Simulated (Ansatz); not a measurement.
Molecule: SiH$_{3}$, net charge 0, doublet state. 
Coordinates optimised at B3LYP-D3(BJ)/def2-TZVP (Ansatz, an electronic-structure program):
SMILES: [SiH3]
```xyz
4

Si    -0.0021     0.0010     0.0803
H      0.0008     1.4066    -0.3921
H      1.2360    -0.7020    -0.3341
H     -1.2075    -0.7183    -0.3975
```
Charge 0, spin multiplicity 2.

Computed values are from Ansatz. Valence correlation only, unless marked. UHF or UKS for open shells. Spin-orbit coupling is left out. Non-relativistic. Basis-set limits of correlation are two-point, X^-3; Hartree-Fock from the larger set.

The atomisation energy De is 955.6 kJ/mol at CCSD(T)/CBS(def2-TZVPPD,def2-QZVPPD), the vertical ionisation energy (to the singlet) comes out as 8.84 eV at CCSD(T)/CBS(def2-TZVPPD,def2-QZVPPD) and the vertical electron affinity (to the singlet; negative means unbound) is 0.86 eV at CCSD(T)/CBS(def2-TZVPPD,def2-QZVPPD). The total energy is -290.8042 Eh at CCSD(T)/CBS(def2-TZVPPD,def2-QZVPPD). The dipole moment comes out as 0.05 D at CCSD(T)/aug-cc-pV(D+d)Z and the T1 diagnostic comes out as 0.016 at CCSD/def2-QZVPPD. The measured enthalpy of formation, 298 K comes out as 200.4 kJ/mol (G2/97 table in ASE (Curtiss et al.); older table, unchecked) and the measured ionisation energy, adiabatic is 8.14 eV (CCCBDB table in ASE; older table, unchecked).
